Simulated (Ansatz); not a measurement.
## Structure relaxation of LiC2

Method: DFT PBE, scalar-relativistic, plane waves, PAW in Ansatz 0.2.0. Cutoff 420 eV, Γ-centred k mesh, Gaussian smearing, no spin polarisation in the final step.

The start puts LiC2 on the sites of a reported SiS2 cell (I-42d, No. 122), with Li in place of Si, C in place of S, at a guessed volume.

```
CELL_PARAMETERS angstrom
-2.13270 2.13270 3.43041
2.13270 -2.13270 3.43041
2.13270 2.13270 -3.43041
ATOMIC_POSITIONS crystal
Li 0.00000 0.00000 0.00000
Li 0.75000 0.25000 0.50000
C 0.37500 0.35220 0.47720
C 0.64780 0.12500 0.02280
C 0.87500 0.89780 0.52280
C 0.10220 0.62500 0.97720
```

Cell and atoms relax at zero pressure; the relaxation can't lower the symmetry of the start. After a coarse first stage the cell is made exact in the group found at 0.06 Å.

Formation energies are uncorrected and refer to the elements' standard structures at the same level.

What does it relax into?

It ends in Fd-3m (No. 227). The result has the cubic Laves (C15) structure. Conventional cell: a = 5.373 Å. Li has 12 C at 2.23 Å and 4 Li at 2.33 Å; C has 6 C at 1.90 Å and 6 Li at 2.23 Å.

Space group Fd-3m:1 (No. 227). a = 5.373 Å, b = 5.373 Å, c = 5.373 Å, α = 90.00°, β = 90.00°, γ = 90.00°
| atom | site | symmetry | x | y | z |
| --- | --- | --- | --- | --- | --- |
| Li | 8a | -43m | 0.5000 | 0.0000 | 0.5000 |
| C | 16d | .-3m | 0.3750 | 0.8750 | 0.1250 |

What are its volume, energy, density and gap?

The volume per atom is 6.46 Å³. The density is 2.65 g/cm³, the energy over the elements is 1.83 eV/atom and the gap on the 12×12×12 mesh is 0 eV (a metal).

The final run used a 12×12×12 mesh on its 6-atom cell and 0.10 eV smearing. The k mesh leaves about 4 meV/atom of noise in metals. Symmetry constrained the relaxation, so the result can be a saddle point.

Cost: 3 runs of about 1.1 core-minutes in all, on Arm Neoverse V1 (shared hosts).